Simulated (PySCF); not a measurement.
Identify the unknown among the candidates.

All candidates are C5H9N.

- Polarisability: 64.0 au [B3LYP/def2-SVPD]
- 13C NMR: chemical shifts (computed TMS as zero) by class: 127.6 (1 C), 33.3 (1 C), 28.7 (1 C), 22.2 (1 C), 15.5 (1 C) ppm [GIAO PBE0/pcSseg-1]
- Rotational structure: rotational constants A, B, C: 4.187, 3.163, 1.960 GHz [GFN2-xTB]
- XPS: C1s 290.8, C1s 291.1, C1s 291.2, C1s 292.0, C1s 292.1, N1s 404.8 eV [ΔSCF SCAN, pcX-2 on the ionised atom, pcseg-1 elsewhere, spin-free X2C]
- UV, first state: lowest singlet excitation: 7.74 eV (160 nm, f = 0.003) [TDDFT B3LYP/def2-SVPD]
- Triplet: lowest triplet excitation (Tamm–Dancoff): 6.54 eV [TDA B3LYP/def2-SVPD]

Electronic properties: PySCF, gas phase, density fitting. Levels stand in brackets. Isolated species at its GFN2-xTB geometry (one conformer only). NMR values are class means; diastereotopic atoms form classes of their own.

**Question.** Which candidate is it?
A. `C=CCN1CC1`
B. `CC[C@@H](C)C#N`
C. `C=N/C=C/CC`

**Answer.** B. It is `CC[C@@H](C)C#N`. Numbering: `[CH3:1][CH2:2][C@@H:3]([CH3:4])[C:5]#[N:6]`. Its formula, C5H9N, gives 2 degrees of unsaturation: 0 rings and 2 π bonds in the structure found. 5 carbons fall into 5 classes; from least to most shielded: nitrile carbon [C5] (127.6 ppm), chain CH2 carbon [C2] (33.3 ppm), sp3 carbon next to a nitrile [C3] (28.7 ppm), methyl carbon [C4] (22.2 ppm), methyl carbon [C1] (15.5 ppm). The core levels belong to: C1s 290.8 eV, methyl carbon [C1]; C1s 291.1 eV, chain CH2 carbon [C2]; C1s 291.2 eV, methyl carbon [C4]; C1s 292.0 eV, nitrile carbon [C5]; C1s 292.1 eV, sp3 carbon next to a nitrile [C3]; N1s 404.8 eV, nitrile nitrogen [N6]. The optimised geometry has point group C1 and is an asymmetric top.

The others, at the same levels:
- `C=CCN1CC1` fails: it has 4 carbon classes against 5; its computed 13C shifts are 148.0 (1 C), 121.6 (1 C), 68.6 (1 C), 26.6 (2 C) ppm and rotational constant A is 10.138 GHz (against 4.187 GHz).
- `C=N/C=C/CC` fails: its computed 13C shifts are 152.2 (1 C), 151.0 (1 C), 148.3 (1 C), 29.7 (1 C), 17.0 (1 C) ppm, rotational constant A is 16.613 GHz (against 4.187 GHz) and smallest rotational constant is 1.360 GHz (against 1.960 GHz).

Each candidate is one conformer, not necessarily the lowest. The conformers computed, where there is a choice (atom-mapped SMILES and torsion angles):
- `[CH3:1][CH2:2][C@@H:3]([CH3:4])[C:5]#[N:6]`: C1–C2–C3–C4 174°
- `[CH2:1]=[CH:2][CH2:3][N:4]1[CH2:5][CH2:6]1`: C1–C2–C3–N4 130°, C2–C3–N4–C5 -155°
- `[CH2:1]=[N:2]/[CH:3]=[CH:4]/[CH2:5][CH3:6]`: C1–N2–C3–C4 -179°, C3–C4–C5–C6 122°
